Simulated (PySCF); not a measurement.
Compound: C4H4F2.
Bonds: F1–C2, C2–C3 (double), C3–F4, C3–C5, C5–C6, C2–C6. Hydrogens: H7, H8 on C5; H9, H10 on C6.

Definitions: NICS(0) = −σiso at the ring centroid; NICS(1) = −σiso and NICS(1)zz = −σzz at ±1 Å along the ring normal z. Level: GIAO KT3/pcSseg-2 (PySCF, non-relativistic, gas phase) on the PBE0-D3(BJ)/def2-SVP geometry, one conformer.

Ring bond lengths (Å): C2–C3 1.336, C3–C5 1.498, C5–C6 1.564, C6–C2 1.498.

Task: What do the NICS probes read (ppm)?

Result: 
```tsv
ring	type	NICS(0)	NICS(1), two faces	NICS(1)zz, two faces	rms pucker (Å)	centre to ring atoms, mean (Å)
C2–C3–C5–C6	4-membered carbocycle; formal bonds 1 double, 3 single	-18.8	-3.9 / -3.9	-5.5 / -5.5	0.00	1.04
```

Task: What can be read from them?

Result: 
- C2–C3–C5–C6: mean NICS(1)zz -5.5 ppm, shielded. C5, C6 have four or more neighbours, and the NICS criterion for π rings isn't applied. NICS(0) lies 15 ppm below the mean NICS(1).

Task: At the first NICS(1) probe listed for ring C2–C3–C5–C6, 1 Å off the ring, what do the in-plane components average?

Result: The isotropic value is a third of the trace: (3 × -3.9 − (-5.5))/2 = -3.1 ppm.

Task: List the ring angles.

Result: 
- C2–C3–C5–C6: C2 94.3°, C3 94.4°, C5 85.6°, C6 85.7°; sum 360.0° against 360° for a flat convex ring.

Task: What are the shieldings of the ring atoms and their hydrogens in the same run (means over atoms taken as equivalent)?

Result: 
```csv
atoms,environment,σ isotropic (ppm),"principal values of the symmetric part, first atom (ppm)"
C2 (×2),vinylic C–F carbon,56.9,"-4.7, 64.8, 110.5"
C5 (×2),allylic carbon,154.3,"149.4, 153.1, 160.4"
H7 (×4),methylene hydrogen,28.99,"25.8, 26.4, 34.7"
```

Task: How do the values depend on the level or the medium?

Result: 
```tsv
level	NICS(0), C2–C3–C5–C6	mean NICS(1)zz, C2–C3–C5–C6
KT3/pcSseg-2, gas	-18.8	-5.5
PBE0/pcSseg-1, gas	-17.7	-5.1
PBE0/pcSseg-1, IEF-PCM chloroform	-18.0	-5.2
PBE0/pcSseg-1, IEF-PCM methanol	-18.1	-5.2
```

The geometry is the same throughout; the continuum's cavity takes Bondi-type radii × 1.2.
